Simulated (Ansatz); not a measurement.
Relaxation of C2H2S (5 atoms, charge 0, multiplicity 1), to a largest force component of 0.02 eV/Å in at most 40 steps.

Computed with UKS r2SCAN-D4/def2-SVP (Ansatz 0.2.0).

```xyz
5
Properties=species:S:1:pos:R:3
C -1.164 -0.374 0.013
C -0.019 -0.271 0.037
S 1.638 -0.181 0.076
H -2.201 -0.377 -0.034
H 1.796 1.129 -0.133
```

Problem. Where does it end, and by what steps?

Solution. The run converged. After 5 steps the energy has fallen by 0.338 eV; H4 moved furthest, 0.10 Å.

```csv
step,energy less start (eV),largest force component (eV/Å),accepted
0,0.0000,7.555,yes
1,-0.3254,0.828,yes
2,-0.3332,0.338,yes
3,-0.3376,0.116,yes
4,-0.3381,0.076,yes
5,-0.3383,0.013,yes
```

```xyz
5
Properties=species:S:1:pos:R:3
C -1.209 -0.347 0.002
C 0.003 -0.219 0.026
S 1.689 -0.198 0.084
H -2.279 -0.441 -0.021
H 1.846 1.131 -0.132
```

Whether the end is a true minimum wasn't checked by a vibrational analysis.

Run time: 25 s on 1 thread of Arm Neoverse V1, with other jobs on the host, peak memory 0.14 GiB.
